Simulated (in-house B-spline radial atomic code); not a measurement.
# RPA and G0W0 on PBE0: neutral xenon

Configuration [Kr] 4d10 5s2 5p6, mean-field start PBE0. Computed with an all-electron radial atomic-structure program (B-spline basis): all electrons, non-relativistic, point nucleus, each spin shell either full or empty, empty states to l = 9 with an (l + 1/2)⁻⁴ tail; G0W0 by contour deformation at full frequency.

Without relativity these are model numbers: it shifts the levels of so heavy an element strongly and can reorder them.

Command:
```bash
python run_gw.py task.json out
```
Settings (radii: box in bohr, nucleus in fm):
```
Z                        54
electrons                54
configuration            [Kr] 4d10 5s2 5p6
hamiltonian              nr
method                   pbe0
lmax                     9
spin_polarised           False
box_radius               40
intervals                57
```

Cost of the run: 2.7 s on 1 thread of Intel(R) Xeon(R) Platinum 8375C CPU @ 2.90GHz (shared host).

Energies (hartree):

```json
{"term": "mean-field total", "value": "-7234.43335"}
{"term": "Hartree-Fock functional on these orbitals", "value": "-7232.12194"}
{"term": "direct second order", "value": "-4.641"}
{"term": "second-order exchange", "value": "1.2588"}
{"term": "SOSEX correction", "value": "1.1709"}
```

(1) What is the RPA correlation energy, and what remains with SOSEX?

Quasi-particle levels (eV):

| level | occupied | mean field | Σx - vxc | Σc | QP weight | G0W0 |
| --- | --- | --- | --- | --- | --- | --- |
| 5p | yes | -9.573 | -2.63 | ? | ? | ? |

G0W0 = mean field + (Σx - vxc) + Σc, with Σc (partial-wave tail included) taken at the quasi-particle energy. Only the outer levels were computed. Levels of low weight are left out.

(2) Where does G0W0 put 5p?

Answers

(1) RPA gives -4.0601 hartree (-2.05 eV per electron); RPA + SOSEX gives -2.8892, and the second-order doubles -3.3822 hartree (no singles). SOSEX takes back 29 % of the RPA value.

(2) At -12.608 eV, with Σc = -0.40 eV and a quasi-particle weight of 0.893. The tabulated removal energy is 12.130 eV (NIST, measured); the calculation leaves out relativity, Breit and QED terms, and what these don't explain is the method's own error.
